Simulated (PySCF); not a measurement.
**Deuteron quadrupole couplings in `C=C(F)/C=C/F`**

Species: C4H4F2.
Numbering: `[CH2:1]=[C:2]([F:3])/[CH:4]=[CH:5]/[F:6]` (hydrogens: H7, H8 on C1; H9 on C4; H10 on C5)

Geometry (PBE0-D3(BJ)/def2-SVP, Å), atoms numbered from 1 in this order:
```xyz
10
C4H4F2 angstrom
C     -1.5697    0.0855   -1.0223
C     -0.2624    0.1972   -0.7717
F      0.4999    0.9638   -1.5637
C      0.4688   -0.4386    0.3071
C      1.7817   -0.2655    0.4810
F      2.4370   -0.8494    1.4716
H     -2.0211    0.6116   -1.8640
H     -2.1952   -0.5354   -0.3821
H     -0.0862   -1.0780    0.9965
H      2.4173    0.3526   -0.1582
```

Level: PBE0/pcSseg-1 (PySCF, non-relativistic); Q(2H) = 0.00286 b; rigid geometry, the same for H and D, with no vibrational averaging.

Question: Rank these positions by the coupling χzz of a deuteron there, largest first.
A. H7 (vinylic hydrogen)
B. H10 (vinylic hydrogen)
C. H9 (vinylic hydrogen)

Answer: A (210 kHz), C (205 kHz), B (196 kHz).

Q: Give the electric field gradient Vzz (the principal value of largest size), its asymmetry and the 2H coupling at each hydrogen.

A: 
| atom | bonded to | bond length (Å) | Vzz (au) | η | χzz (kHz) |
| --- | --- | --- | --- | --- | --- |
| H7 | C1 | 1.090 | 0.3121 | 0.07 | 210 |
| H8 | C1 | 1.089 | 0.3140 | 0.09 | 211 |
| H9 | C4 | 1.092 | 0.3048 | 0.10 | 205 |
| H10 | C5 | 1.093 | 0.2917 | 0.10 | 196 |

Q: Give the 2H NMR doublet splittings at H10 for a magnetic field along the z, y and x axes of the gradient: 3χ/2, 3χ(1 + η)/4, 3χ(1 − η)/4.

A: With |χ| = 196.0 kHz and η = 0.104: 294, 162 and 132 kHz, to first order and without motion.

The structure is a single PBE0-D3(BJ)/def2-SVP conformer in the gas phase; no vibrational or solvent corrections. A larger basis could move these couplings by a tenth or more.
